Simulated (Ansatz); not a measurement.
in.yaml

```yaml
crystal:
  periodic: [false, false, false]
  atoms:
    - {symbol: Si, position_ang: [0.000000, 0.037213, 0.672296]}
    - {symbol: C, position_ang: [0.000000, -0.137075, -1.387343]}
    - {symbol: H, position_ang: [0.000000, 0.596497, -2.201320]}
basis:
  gaussian: {orbitals: 6-31G}
magnetization: {spin_polarized: false, initial_magnetization: 3}
correlation: {method: fci, electrons: outside_noble_gas}
```

```sh
$ ansatz run in.yaml --threads 2 --pin off --events-out ev --progress --plain --max-ram 15360MiB --backend cuda --devices 0, --max-vram 18GiB
```

Log:

```
512 factors; integrals over basis functions are off by at most 7.3e-8 eV
mean field evaluation 1: about -8901.4772 eV, gradient 8.2e0 eV
mean field evaluation 2: about -8901.4782 eV, gradient 8.2e0 eV
mean field evaluation 4: about -8902.5155 eV, gradient 2.1e0 eV
mean field evaluation 8: about -8902.6012 eV, gradient 1.2e-1 eV
mean field evaluation 16: about -8899.2994 eV, gradient 2.6e-2 eV
mean field evaluation 32: about -8900.1932 eV, gradient 1.8e1 eV
mean field evaluation 64: about -8899.2992 eV, gradient 3.3e-2 eV
mean field -8902.60144679 eV, -327.1645687696 hartree, gradient 2.8e-6 eV, S^2 3.750000; 10 other end points of the search recorded, 0 dependent functions left out
mean field evaluation 96: about -8901.6821 eV, gradient 7.4e0 eV
mean field evaluation 128: about -8902.5416 eV, gradient 2.1e-1 eV
determinant -8902.60144679 eV, -327.1645687696 hartree, with singles and doubles -8905.50859032 eV, -327.2714043237 hartree
determinant -8902.31131749 eV, -327.1539067144 hartree, with singles and doubles -8905.23846395 eV, -327.2614773628 hartree
determinant -8899.29917838 eV, -327.0432126439 hartree, with singles and doubles -8903.66292473 eV, -327.2035773644 hartree
determinant -8902.60144679 eV, -327.1645687696 hartree, with singles and doubles -8905.50972020 eV, -327.2714458462 hartree
determinant -8902.31131749 eV, -327.1539067144 hartree, with singles and doubles -8905.24829899 eV, -327.2618387938 hartree
6 core orbitals not correlated: weight in the atoms' cores, before any rotation towards them, 1.000 or more for the frozen orbitals, at most 0.000 for the correlated occupied ones
reference -8902.60144679 eV, -327.1645687696 hartree; 6, 3 occupied and 12, 15 virtual orbitals, 512 factors
state -8905.60361950 eV, -327.2748965817 hartree
Total energy: -8905.60361950 eV, -327.2748965817 hartree
```

Ran on 2 threads of AMD EPYC 7R13 with a shared H100 80 GB, shared host: 3.8 s wall, 0.81 GiB peak host memory.
